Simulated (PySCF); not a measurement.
# How the method changes the constants of AlF⁺

State: ²Σ⁺ (doublet), unpaired electrons σ ↑. Set-up: Al pcseg-1, F pcseg-1; no relativity (PySCF 2.14). De refers to Al⁺ + F in their high-spin ground configurations, without counterpoise correction. The functionals are run spin-unrestricted. A positive dipole points towards F; it is taken about the centre of mass and depends on that origin.

```tsv
Level	Re (Å)	ωe (cm⁻¹)	De (eV)	μ (D)
UHF	1.610	969	1.90	-5.96
UHF-MP2	1.636	921	3.27	n/a
UHF-SCS-MP2	1.635	921	2.97	n/a
UHF-CCSD	1.633	923	2.61	n/a
UHF-CCSD(T)	1.636	914	2.68	n/a
PBE	1.652	859	3.31	-5.35
r²SCAN	1.633	905	3.45	-5.54
M06-L	1.637	886	2.97	-5.52
PBE0	1.632	904	3.02	-5.59
M06	1.622	931	2.81	-5.86
MN15	1.629	918	3.04	-5.73
```

Which functional lies closest to UHF-CCSD(T) in De, which farthest, and by how much do they differ from it?

Closest is M06 (-1.4 pm in Re, +1.9 % in ωe, +0.13 eV in De against UHF-CCSD(T) in the same basis), farthest r²SCAN (-0.3 pm in Re, -1.0 % in ωe, +0.77 eV in De). CCSD(T) converges more slowly with the basis than the functionals do and binds too weakly in this one, so the order can change at the basis-set limit.

What does the step from GGA to meta-GGA do here, going from PBE to r²SCAN?

r²SCAN less PBE: -1.9 pm in Re, +5.4 % in ωe, +0.14 eV in De. 

What does second-order correlation do here, going from UHF to UHF-MP2?

UHF-MP2 less UHF: +2.6 pm in Re, -5.0 % in ωe, +1.37 eV in De. Correlation nearly always deepens the well. The bond lengthens, as in strong covalent bonds, where excitations into antibonding orbitals dominate.

Correlated steps freeze 6 core orbitals. Correlated levels converge slowly with the basis: in double zeta they bind strong bonds too weakly, by up to about 1 eV, and carry superposition errors of some tenths. For an ion De counts to the pair picked by the measured ionisation energies or electron affinities, which need not be the lowest pair at this level. The state is the lowest determinant that a PBE0 search found; another state may lie lower at other levels.

The whole job (state search and all levels along the bond) took about 0.93 min on 1 thread of Arm Neoverse V1 (shared host), peak memory 0.36 GiB.
